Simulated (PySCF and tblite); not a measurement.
Values are calculated unless marked as measured or tabulated.
1,3-dichloropropane, C₃H₆Cl₂, numbered as in [Cl:1][CH2:2][CH2:3][CH2:4][Cl:5].

Level: TPSS-D3(BJ)/def2-TZVP//GFN2-xTB, thermal terms from GFN2-xTB, symmetry numbers and mirror pairs counted. Conformers within 3 kcal/mol (GFN2-xTB free energy) were kept, 10 at most. GIAO shieldings: PBE0/pcSseg-1. Shifts are against TMS (¹H), TMS (¹³C) at the same level. Run with PySCF (density fitting) and tblite.

List the conformer-averaged shifts at 298.15 K.

¹H: 3.80 (H2/H4, 4H), 1.94 (H3, 2H) ppm. ¹³C: 47.7 (C2/C4), 40.5 (C3) ppm.

How do the conformers differ?

Torsions listed: Cl1–C2–C3–C4, C2–C3–C4–Cl5. Of a mirror pair one member is shown.
```json
{"conformer": "1", "shape": "67°, 67°", "weight %": "63.7"}
{"conformer": "2", "shape": "-63°, -177°", "weight %": "33.4"}
{"conformer": "3", "shape": "180°, 180°", "weight %": "2.9"}
{"conformer": "4", "shape": "75°, -75°", "weight %": "0.0"}
```

```csv
signal,1,2,3,4,average
H2/H4,3.89,3.66,3.29,3.71,3.80
H3,1.89,2.01,2.13,2.00,1.94
C2/C4,47.0,49.0,47.1,51.8,47.7
C3,40.3,40.7,42.6,38.3,40.5
```

Which signal moves most, for its nucleus, between 180 and 400 K through the change of populations alone?

H2/H4: 3.85 ppm at 180 K, 3.83 ppm at 230 K, 3.80 ppm at 298.15 K, 3.78 ppm at 330 K, 3.76 ppm at 400 K.

Shifts are unscaled: against experiment ¹³C can be off by 15 ppm or more and ¹H by 0.8 ppm.
